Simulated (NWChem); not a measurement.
**One shape, several levels: CH3NS (thioformamide)**

Aim: a comparison of 6 runs (HF/STO-3G, HF/3-21G, HF/aug-cc-pVDZ, B3LYP/6-31G*, PBE0/def2-SVP, MP2/aug-cc-pVDZ) of CH3NS (thioformamide). 

The calculation is run with NWChem 7.3.0.

## 1. Starting point

The species is CH3NS (6 atoms), meant as a singlet with charge 0. SMILES: `NC=S`. The shape is that of a PBE0-D4/def2-TZVP optimisation. This is one conformer, not always the lowest.

Bond lengths: N1–C2 1.334 Å, C2–S3 1.630 Å, N1–H4 1.007 Å, N1–H5 1.005 Å, C2–H6 1.092 Å. Angles: N1–C2–S3 126.0°, N1–C2–H6 112.7°, S3–C2–H6 121.3°, C2–N1–H4 119.2°, C2–N1–H5 121.6°, H4–N1–H5 119.2°.

## 2. Energy and gradient at HF/STO-3G (run 1)

The input, run.py:

```python
from ase import Atoms
from ase.calculators.nwchem import NWChem

molecule = Atoms(['N', 'C', 'S', 'H', 'H', 'H'], positions=[
    [-0.636300, -0.048520, -0.353380],
    [0.513110, 0.141070, 0.297200],
    [1.569440, -1.020450, 0.735440],
    [-0.905950, -0.983900, -0.612500],
    [-1.239950, 0.718840, -0.591650],
    [0.699650, 1.192950, 0.524900],
])

calc = NWChem(
    label='ch3ns',
    theory='scf',
    memory='2200 mb',
    basis='STO-3G',
    basispar='spherical bse',
    scf={'nopen': '0', 'rhf': None, 'thresh': '1e-08', 'maxiter': '80', 'print': 'low'},
)
molecule.calc = calc

forces = molecule.get_forces()
print("Total energy (eV):", round(molecule.get_potential_energy(), 6))
print("forces (eV/A):")
for s, f in zip(molecule.symbols, forces):
    print(f"{s:2s} {f[0]:10.5f} {f[1]:10.5f} {f[2]:10.5f}")
```

On the command line:

```bash
$ export ASE_NWCHEM_COMMAND="nwchem PREFIX.nwi > PREFIX.nwo"
$ python run.py
```

Log:

```text
Total energy (eV): -13224.741671
forces (eV/A):
N    -1.80209   -0.23479   -1.01235
C     4.09443   -1.07832    2.10820
S    -1.10619    1.13926   -0.46815
H    -0.38027   -0.43256   -0.25963
H    -0.57058    0.37286   -0.26719
H    -0.23531    0.23361   -0.10084
```

The calculator wrote ch3ns.nwi:

```
title "ch3ns"

permanent_dir ch3ns

scratch_dir ch3ns

start ch3ns

geometry units angstrom nocenter noautosym noautoz
  N  -6.3629999999999998e-01 -4.8520000000000001e-02 -3.5338000000000003e-01
  C  5.1310999999999996e-01 1.4107000000000000e-01 2.9720000000000002e-01
  S  1.5694399999999999e+00 -1.0204500000000001e+00 7.3543999999999998e-01
  H  -9.0595000000000003e-01 -9.8390000000000000e-01 -6.1250000000000004e-01
  H  -1.2399500000000001e+00 7.1884000000000003e-01 -5.9165000000000001e-01
  H  6.9964999999999999e-01 1.1929500000000000e+00 5.2490000000000003e-01
end

memory 2200 mb

basis spherical bse noprint
   * library STO-3G
end

scf
  nopen 0
  rhf
  thresh 1e-08
  maxiter 80
  print low
end

task scf gradient
```

ch3ns.nwo:

```text
Northwest Computational Chemistry Package (NWChem) 7.3.0
             --------------------------------------------------------

           Job information
           ---------------

    nwchem branch   = 7.3.0
    use scalapack   = T
    input           = ch3ns.nwi
    prefix          = ch3ns.
    data base       = ch3ns/ch3ns.db
    status          = startup
    nproc           =        1

           Memory information
           ------------------

    heap     =     72089594 doubles =      550.0 Mbytes
    stack    =     72089599 doubles =      550.0 Mbytes
    global   =    144179200 doubles =     1100.0 Mbytes (distinct from heap & stack)
    total    =    288358393 doubles =     2200.0 Mbytes
    verify   = yes
    hardfail = no

           Directory information
           ---------------------

  0 permanent = ch3ns
  0 scratch   = ch3ns

                                NWChem Input Module
                                -------------------

                                       ch3ns
                                       -----

[... 27 lines left out ...]
            Nuclear Dipole moment (a.u.)
[... 62 lines left out ...]
 Forming initial guess at       0.0s

 Starting SCF solution at       0.1s

       Final RHF  results
       ------------------

         Total SCF energy =   -486.000296301346
      One-electron energy =   -863.287732053900
      Two-electron energy =    282.195598962535
 Nuclear repulsion energy =     95.091836790019

        Time for solution =      1.2s

                              NWChem Gradients Module
                              -----------------------

                         RHF ENERGY GRADIENTS

    atom               coordinates                        gradient
                 x          y          z           x          y          z
   1 N      -1.202433  -0.091690  -0.667791    0.035045   0.004566   0.019687
   2 C       0.969637   0.266584   0.561627   -0.079624   0.020970  -0.040998
   3 S       2.965812  -1.928371   1.389780    0.021512  -0.022155   0.009104
   4 H      -1.711997  -1.859301  -1.157457    0.007395   0.008412   0.005049
   5 H      -2.343166   1.358411  -1.118056    0.011096  -0.007251   0.005196
   6 H       1.322147   2.254349   0.991917    0.004576  -0.004543   0.001961

 Task  times  cpu:        1.8s     wall:        1.8s
 Total times  cpu:        1.8s     wall:        1.8s
```

Run time: 3.6 s. Hardware: 1 thread of Intel Xeon Platinum 8259CL at 2.50GHz (Skylake/Cascade Lake), shared host; peak memory 0.099 GiB.

## 3. Energy and gradient at HF/3-21G (run 2)

The input, input.nw:

```
start input
title "CH3NS hf"
memory 2200 mb

geometry noautosym nocenter noautoz
 N    -0.636300   -0.048520   -0.353380
 C     0.513110    0.141070    0.297200
 S     1.569440   -1.020450    0.735440
 H    -0.905950   -0.983900   -0.612500
 H    -1.239950    0.718840   -0.591650
 H     0.699650    1.192950    0.524900
end

basis spherical bse
 * library 3-21G
end

scf
 thresh 1e-08
 maxiter 80
end

task scf gradient
```

On the command line:

```bash
$ nwchem input.nw > input.out
```

Log:

```text
[...]
  functions       =    37
[...]
  wavefunction    = RHF
[...]
         Total SCF energy =   -489.097757889266
      One-electron energy =   -862.774441090041
      Two-electron energy =    278.584846410756
 Nuclear repulsion energy =     95.091836790019
        Time for solution =      1.5s
[...]
                         RHF ENERGY GRADIENTS
    atom               coordinates                        gradient
                 x          y          z           x          y          z
   1 N      -1.202433  -0.091690  -0.667791   -0.002566  -0.000346  -0.001432
   2 C       0.969637   0.266584   0.561627    0.033774  -0.039932   0.013668
   3 S       2.965812  -1.928371   1.389780   -0.028663   0.030016  -0.012071
   4 H      -1.711997  -1.859301  -1.157457   -0.000368  -0.007056  -0.001044
   5 H      -2.343166   1.358411  -1.118056   -0.003321   0.006120  -0.001091
   6 H       1.322147   2.254349   0.991917    0.001145   0.011199   0.001970
[...]
```

It took 2.9 s on 1 thread of Intel Xeon Platinum 8259CL at 2.50GHz (Skylake/Cascade Lake), shared host; peak memory 0.1 GiB.

Runs 3 to 5 aren't shown in full; the table further down has their settings and results.

## 4. Energy and gradient at MP2/aug-cc-pVDZ (run 6)

The input, geom.nw:

```
start geom
title "CH3NS"
memory total 2200 mb
charge 0
geometry units bohr noautosym nocenter noautoz
   N  -1.20243273 -0.09168951 -0.66779142
   C   0.96963737  0.26658366  0.56162660
   S   2.96581177 -1.92837102  1.38978018
   H  -1.71199738 -1.85930153 -1.15745725
   H  -2.34316591  1.35841073 -1.11805646
   H   1.32214688  2.25434878  0.99191724
end
basis spherical bse
   N library aug-cc-pVDZ
   C library aug-cc-pVDZ
   S library aug-cc-pVDZ
   H library aug-cc-pVDZ
end
scf
   thresh 1e-08
   maxiter 80
end
mp2
   freeze core 7
   tight
end
task mp2 gradient
```

On the command line:

```bash
$ nwchem geom.nw > geom.out
```

Log:

```text
[...]
  functions       =   100
[...]
  wavefunction    = RHF
[...]
         Total SCF energy =   -491.607876818373
      One-electron energy =   -865.641067799178
      Two-electron energy =    278.941360947768
 Nuclear repulsion energy =     95.091830033037
        Time for solution =    102.9s
[...]
          Total MP2 energy          -492.063646390223
[...]
                         mp2 ENERGY GRADIENTS
    atom               coordinates                        gradient
                 x          y          z           x          y          z
   1 N      -1.202433  -0.091690  -0.667791    0.013116   0.002500   0.007464
   2 C       0.969637   0.266584   0.561627   -0.006313  -0.009816  -0.004626
   3 S       2.965812  -1.928371   1.389780   -0.011397   0.012369  -0.004749
   4 H      -1.711997  -1.859302  -1.157457    0.002034   0.005831   0.001811
   5 H      -2.343166   1.358411  -1.118056    0.003702  -0.004905   0.001434
   6 H       1.322147   2.254349   0.991917   -0.001141  -0.005978  -0.001334
[...]
```

Wall time 4.4 min (1 thread of Intel Xeon Platinum 8259CL at 2.50GHz (Skylake/Cascade Lake), shared host); peak memory 0.29 GiB.

## 5. Overview of the runs

| run | level | Cartesian functions | iteration cap | energy (Eh) | largest force (eV/Å) | wall time |
| --- | --- | --- | --- | --- | --- | --- |
| 1 | HF/STO-3G | no | 80 | -486.000296 | 4.730 | 3.6 s |
| 2 | HF/3-21G | no | 80 | -489.097758 | 2.780 | 2.9 s |
| 3 | HF/aug-cc-pVDZ | no | 80 | -491.607877 | 0.900 | 2.5 min |
| 4 | B3LYP/6-31G* (Cartesian functions) | yes | 100 | -492.846931 | 0.821 | 38 s |
| 5 | PBE0/def2-SVP | no | 100 | -492.406129 | 0.384 | 30 s |
| 6 | MP2/aug-cc-pVDZ | no | 80 | -492.063646 | 0.899 | 4.4 min |

## 6. Summary of results

```
                                                      quantity          value
                                           run 6: total energy  -492.06365 Eh
run 6: dipole moment (of the density that the program reports)         4.31 D
                    run 6: HOMO energy (Hartree–Fock orbitals)       -9.03 eV
                    run 6: LUMO energy (Hartree–Fock orbitals)        0.63 eV
                  run 6: HOMO–LUMO gap (Hartree–Fock orbitals)        9.66 eV
            run 6: correlation energy (7 core orbitals frozen)     -455.8 mEh
                               run 6: largest force on an atom     0.899 eV/Å
```

What this shows: Over runs 2, 3, 4, 5, 6 the dipole moment (its size) runs from 4.31 D (MP2/aug-cc-pVDZ) to 5.23 D (HF/3-21G). The two ends differ in method and basis. Over runs 2, 3, 4, 5 the HOMO–LUMO gap runs from 4.94 eV (B3LYP/6-31G*) to 12.10 eV (HF/3-21G). Totals of different functionals can't be ranked against each other. In run 1 the basis is minimal, so the values are rough. All runs together took 8.1 min, the longest 4.4 min.
